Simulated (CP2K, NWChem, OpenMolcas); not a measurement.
**A ladder of methods for NO+ (nitrosonium)**

NO+ has 2 atoms, charge +1, and is taken as a singlet. As SMILES, `N#[O+]`. The bond length is the measured one.

```
atom   x (Å)   y (Å)   z (Å)
   N  0.0000  0.0000  0.0000
   O  0.0000  0.0000  1.0632
```

Each level gives the vertical electron affinity (to the doublet neutral) (eV). The values are calculated.

The electron affinity is E(neutral) − E(anion): positive where the electron is bound.

```tsv
level	kind	program	value (eV)	less CCSD(T)/6-311++G(3df,3pd)
AM1	semi-empirical	CP2K	9.63	+1.02
BB1K/4-31G (Cartesian functions)	hybrid meta-GGA	NWChem	9.62	+1.01
M06-2X-D3(0)/6-31G* (Cartesian functions)	hybrid meta-GGA	NWChem	9.00	+0.39
CCSD(T)/3-21G, open shells restricted	coupled cluster or CI	OpenMolcas	8.07	-0.54
CCSD(T)/6-31G, open shells restricted	coupled cluster or CI	OpenMolcas	8.43	-0.18
CCSD(T)/6-31G** (spherical functions), open shells restricted	coupled cluster or CI	OpenMolcas	8.24	-0.37
CCSD(T)/6-311G**, open shells restricted	coupled cluster or CI	OpenMolcas	8.27	-0.34
CCSD(T)/6-311++G**, open shells restricted	coupled cluster or CI	OpenMolcas	8.36	-0.25
CCSD(T)/6-311++G(2d,2p), open shells restricted	coupled cluster or CI	OpenMolcas	8.48	-0.13
CCSD(T)/6-311++G(3df,3pd), open shells restricted	coupled cluster or CI	OpenMolcas	8.61	0.00
```

CCSD(T)/6-311++G(3df,3pd), open shells restricted is the highest level here, not the true value. The values span 8.07 to 9.63 eV. High-level rows in very small sets aren't better than simpler rows in larger ones.
